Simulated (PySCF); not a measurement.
Compound: C2H5ClO2S.
Z-matrix (Å and degrees, PBE0-D3(BJ)/def2-TZVP geometry), rows numbered from 1:
```
C 
C   1  1.5107
S   2  1.7762  1  113.91
O   3  1.4252  2  109.85  1   -47.59
O   3  1.4243  2  109.21  1   177.00
Cl  3  2.0556  2  100.86  1    64.92
H   1  1.0912  2  109.12  3   177.06
H   1  1.0897  2  110.94  3    57.43
H   1  1.0902  2  111.22  3   -63.65
H   2  1.0951  1  112.36  3  -115.24
H   2  1.0908  1  113.88  3   121.17
```

The closed-shell ground state was solved at several levels (PySCF, density fitting, gas phase, non-relativistic). Geometry: PBE0-D3(BJ)/def2-TZVP, one conformer, isolated molecule.

| level | basis functions | total energy (Eh) | HOMO (eV) | LUMO (eV) | gap (eV) | dipole (D) |
| --- | --- | --- | --- | --- | --- | --- |
| wB97X-D/pcSseg-2 | 300 | -1088.1080 | -11.08 | 0.38 | 11.46 | 4.26 |
| PBE0/pcSseg-2 | 300 | -1087.6474 | -9.18 | -1.39 | 7.79 | 4.21 |
| B97-2/pcSseg-2 | 300 | -1088.1684 | -8.90 | -1.47 | 7.43 | 4.19 |

**Question.** What might KT3/pcSseg-2 (300 basis functions) give for the same quantities?

**Answer.** Total energy -1097.3307 Eh, HOMO -7.75 eV, LUMO -2.41 eV, gap 5.34 eV, dipole 4.00 D.

**Question.** Over all these levels, which gives the widest orbital gap and which the narrowest?

**Answer.** wB97X-D/pcSseg-2 (range-separated hybrid) has the widest, 11.46 eV, and KT3/pcSseg-2 (GGA) the narrowest, 5.34 eV. From the narrowest to the widest the HOMO moves by -3.33 eV and the LUMO by +2.79 eV.

**Question.** In the pcSseg-2 basis, how does the gap go with the fixed share of exact exchange?

**Answer.** KT3 (0 %) 5.34 eV; B97-2 (21 %) 7.43 eV; PBE0 (25 %) 7.79 eV. Each rise in the share widens the gap here.

**Question.** How far do the dipole and the HOMO energy spread over the levels?

**Answer.** The dipole runs from 4.00 to 4.26 D (mean 4.16 D) and the HOMO from -11.08 to -7.75 eV.

Note: wB97X-D ran without an empirical dispersion term, which enters the total energy and its gradient alone.
